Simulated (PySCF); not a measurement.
## How well do the runs reproduce experiment for cyclopropylacetylene?

**Experimental background.**

From NIST CCCBDB Release 22 (SRD 101), experimental dipoles, for the gas: dipole moment 0.892 D.

The runs below try to reproduce these values; the comparison stands at the end.

Cyclopropylacetylene, C₅H₆.
SMILES with atom numbers: `[CH:1]#[C:2][CH:3]1[CH2:4][CH2:5]1` (hydrogens: H6 on C1; H7 on C3; H8, H9 on C4; H10, H11 on C5)

Structure used (PBE0-D3(BJ)/def2-SVP), in Å, numbered top down from 1:
```
atom  x, y, z in Å
C1     2.5267   -0.0782    0.1620
C2     1.3482   -0.0443    0.4441
C3    -0.0513   -0.0040    0.7723
C4    -1.0576   -0.7246   -0.0968
C5    -1.0156    0.7662   -0.1003
H6     3.5719   -0.1088   -0.0828
H7    -0.2622    0.0044    1.8472
H8    -0.6678   -1.2532   -0.9697
H9    -1.8840   -1.2276    0.4112
H10   -1.8131    1.3169    0.4046
H11   -0.5972    1.2677   -0.9760
```

Runs made with PySCF (gas phase, on this PBE0-D3(BJ)/def2-SVP geometry; no spin–orbit coupling):

| level | job | basis functions |
| --- | --- | --- |
| PBE0-D3(BJ)/def2-SVP, grid level 1 | geometry optimisation from an MMFF94s start shaken at random | 100 |
| PBE0/pcSseg-1 | shieldings, ring-centre shieldings, charges and field gradients, density and orbital grids written | 115 |
| B3LYP/def2-SVPD | 10 singlets by full TDDFT, 4 Tamm–Dancoff triplets, polarisability, ΔSCF ions | 148 |
| CAM-B3LYP/def2-SVPD | 10 singlets by full TDDFT, 4 Tamm–Dancoff triplets, polarisability, ΔSCF ions | 148 |
| HF/def2-SVPD | 10 singlets by TDHF, 4 Tamm–Dancoff triplets, polarisability, ΔSCF ions | 148 |
| LC-wPBE/def2-SVPD | 10 singlets by full TDDFT, 4 Tamm–Dancoff triplets, polarisability, ΔSCF ions | 148 |
| LDA/def2-SVPD | 10 singlets by full TDDFT, 4 Tamm–Dancoff triplets, polarisability, ΔSCF ions | 148 |
| PBE0/6-31G* | 10 singlets by full TDDFT, 4 Tamm–Dancoff triplets, polarisability | 82 |
| PBE0/def2-TZVP | 10 singlets by full TDDFT, 4 Tamm–Dancoff triplets, polarisability | 191 |
| PBE0/aug-cc-pVDZ | 10 singlets by full TDDFT, 4 Tamm–Dancoff triplets, polarisability | 169 |
| PBE0/def2-TZVPD | 10 singlets by full TDDFT, 4 Tamm–Dancoff triplets, polarisability | 239 |
| B3LYP/pcJ-1 | spin–spin couplings from 11 perturbed nuclei, spin–dipole term left out | 195 |

All basis functions are spherical.

## Comparison

**Dipole moment.** Measured: 0.892 D (NIST CCCBDB Release 22 (SRD 101), experimental dipoles).

```json
{"level": "PBE0-D3(BJ)/def2-SVP", "computed (D)": "0.906", "computed − measured (D)": "+0.014", "% (from the printed values)": "+2"}
{"level": "PBE0/pcSseg-1", "computed (D)": "0.931", "computed − measured (D)": "+0.039", "% (from the printed values)": "+4"}
{"level": "B3LYP/def2-SVPD", "computed (D)": "0.958", "computed − measured (D)": "+0.066", "% (from the printed values)": "+7"}
{"level": "CAM-B3LYP/def2-SVPD", "computed (D)": "0.927", "computed − measured (D)": "+0.035", "% (from the printed values)": "+4"}
{"level": "HF/def2-SVPD", "computed (D)": "0.917", "computed − measured (D)": "+0.025", "% (from the printed values)": "+3"}
{"level": "LC-wPBE/def2-SVPD", "computed (D)": "0.902", "computed − measured (D)": "+0.010", "% (from the printed values)": "+1"}
{"level": "LDA/def2-SVPD", "computed (D)": "1.015", "computed − measured (D)": "+0.123", "% (from the printed values)": "+14"}
{"level": "PBE0/6-31G*", "computed (D)": "0.864", "computed − measured (D)": "-0.028", "% (from the printed values)": "-3"}
{"level": "PBE0/def2-TZVP", "computed (D)": "0.994", "computed − measured (D)": "+0.102", "% (from the printed values)": "+11"}
{"level": "PBE0/aug-cc-pVDZ", "computed (D)": "1.012", "computed − measured (D)": "+0.120", "% (from the printed values)": "+13"}
{"level": "PBE0/def2-TZVPD", "computed (D)": "1.003", "computed − measured (D)": "+0.111", "% (from the printed values)": "+12"}
{"level": "B3LYP/pcJ-1", "computed (D)": "0.933", "computed − measured (D)": "+0.041", "% (from the printed values)": "+5"}
```

12 of the 19 levels run are shown, the closest and the furthest among them. The computed dipoles belong to one fixed geometry; measured ones are averaged over vibrations unless marked μe. Magnitudes are compared, not signs.

The geometry is computed, not the measured one. Where a level misses, the cause wasn't examined.
